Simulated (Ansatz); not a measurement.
Cost and result for the atomization energy of FH5Si2, SMILES `F[SiH2][SiH3]` (8 atoms, 7 bonds).

| atom | x (Å) | y (Å) | z (Å) |
| --- | --- | --- | --- |
| F1 | -1.262 | -1.061 | -1.558 |
| Si2 | -0.186 | -1.083 | -0.364 |
| Si3 | 0.208 | 1.099 | 0.392 |
| H4 | -0.733 | -1.940 | 0.721 |
| H5 | 1.058 | -1.706 | -0.889 |
| H6 | 0.754 | 1.944 | -0.703 |
| H7 | 1.204 | 1.035 | 1.496 |
| H8 | -1.045 | 1.712 | 0.905 |

The species carries charge 0 and has multiplicity 1. The geometry is a stationary point of PBE0-D4/def2-TZVP. Program: Ansatz. All runs use 2 threads of a server CPU on a shared host. Times are those of one run each, without the atoms' runs, and a repeat can differ threefold. Electronic energies, without spin–orbit coupling; frozen cores. CCSD(T)/CBS adds CCSD(T) − MP2 in def2-TZVPP to the MP2 limit, and its time is that of the two runs behind it. T1 = 0.012. B3LYP takes the VWN-RPA correlation (the form of Gaussian; ORCA's B3LYP/G). HSE06 is the plane-wave form, built on full-range PBE exchange.

CCSD(T)/CBS is a level of theory with its own doubt, some kJ/mol a heavy atom from the limit and from the frozen cores, so smaller differences don't rank the functionals.

```
                             level  functions  wall time  atomization (kJ/mol)  difference from CCSD(T)/CBS  per bond
                  CCSD(T)/def2-SVP         75      1.1 s                2287.7                       -190.6     -27.2
              revPBE-D4/def2-TZVPP        185      1.3 s                2397.2                        -81.1     -11.6
               HSE06-D4/def2-TZVPP        185      1.6 s                2422.5                        -55.8      -8.0
 B3LYP-D4/def2-TZVPP (with forces)        185        2 s                2461.8                        -16.5      -2.4
             r2SCANh-D4/def2-TZVPP        185      2.4 s                2451.8                        -26.5      -3.8
r2SCAN-D4/def2-TZVPP (with forces)        185      2.5 s                2462.2                        -16.1      -2.3
                 B2PLYP/def2-TZVPP        185      2.6 s                2434.9                        -43.4      -6.2
               PBE-QIDH/def2-TZVPP        185      2.8 s                2426.2                        -52.1      -7.4
                 B97M-V/def2-TZVPP        185      4.1 s                2478.8                          0.5       0.1
  ωB97M-V/def2-TZVPP (with forces)        185      4.7 s                2465.0                        -13.3      -1.9
                    MP2/def2-QZVPP        347      8.5 s                2448.1                        -30.2      -4.3
                CCSD(T)/def2-TZVPP        185       13 s                2412.2                        -66.1      -9.4
                 CCSD(T)/CBS(def2)          –       22 s                2478.3                          0.0       0.0
```

The D4 term adds +21.3 kJ/mol with B3LYP and +11.1 kJ/mol with PBE0; it sums over pairs of atoms, weighted by their polarisabilities, and B3LYP, whose exchange is more repulsive, gets the larger term. Leaving LDA and LC-ωPBE aside and taking each functional with its dispersion term where it has one, the values, not all of them listed here, spread over 91.6 kJ/mol, from revPBE-D4 to ωB97X-V. LDA lies +295.3 kJ/mol from PBE without D4, its usual overbinding. At CCSD(T), def2-SVP lies −190.5 kJ/mol from the extrapolated value and def2-TZVPP −66.1 kJ/mol: correlation converges slowly with the basis, and small sets miss more of it in the bonded molecule than in its fragments.
